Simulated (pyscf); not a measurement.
Structures and frequencies: ωB97X-D3(BJ)/def2-SVP in PySCF. Correlated levels are frozen-core, on RHF or UHF. ΔMP2 is the change of the MP2 total energy from the triple- to the quadruple-zeta basis.

Question: `[OH][Ge][OH]` [singlet] → `[O]=[GeH][OH]`
Surface: singlet. Broken: H–O. Formed: Ge–H. Give ΔE‡ and ΔE from CCSD(T)/def2-TZVPP + ΔMP2(QZVPP), relative to the reactant's lowest minimum found.

Answer: ΔE‡ = 3.61 eV, ΔE = +1.66 eV. Zero-point energy shifts the barrier by -0.18 eV. It is a hydrogen shift, with an imaginary mode of 1401i cm⁻¹. The same reactants have a lower exit, to H₂O + O=Ge: [singlet] (highest point, the separated products, at +1.65 eV at ωB97M-D3(BJ), against +3.96 eV here). One saddle was located; it need not be the lowest between these sides. One closed-shell reference is unstable to symmetry breaking; treat the single-reference values with care. The CCSD(T) − MP2 part came from Ansatz, without density fitting, on the same reference. The frozen core leaves the outer d or s,p core shells of the metals and heavy elements correlated in the MP2 and CC values, and def2-TZVPP describes them poorly, which can shift differences by a few kcal/mol. Elements up to Kr have no core potential and no relativistic terms here.
